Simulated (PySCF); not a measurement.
Gas-phase reaction: (CH₃)₃SiH + H₂CSiH₂ = 2 H₃SiCCH + 6 H

Energies from PySCF (xtb for GFN2), thermal terms from the rigid-rotor harmonic-oscillator model, ideal gas at 1 bar. † marks an energy on the PBE0/def2-TZVP geometry and frequencies; other levels use their own. Open shells (unrestricted): H (multiplicity 2); the rest are closed-shell singlets. GFN2 has no spin-polarisation term. H₂CSiH₂: computed as isolated molecules; such fragments, hydroxides, amides, oligomers or adducts are transient or little studied in the gas.

PBE0/def2-SVP† gives ΔH°(298 K) = 1744 kJ.

Question: What do PBE/def2-SVP, GFN2-xTB, BLYP/def2-TZVP† give?

Answer: PBE/def2-SVP: 1715 kJ; GFN2-xTB: 1869 kJ; BLYP/def2-TZVP†: 1669 kJ. For scale, ΔH°(298 K) is 1744 kJ at this level, 1740 kJ at ωB97M-V/def2-TZVP†, and runs from 1358 to 1924 kJ over the 18 levels computed.
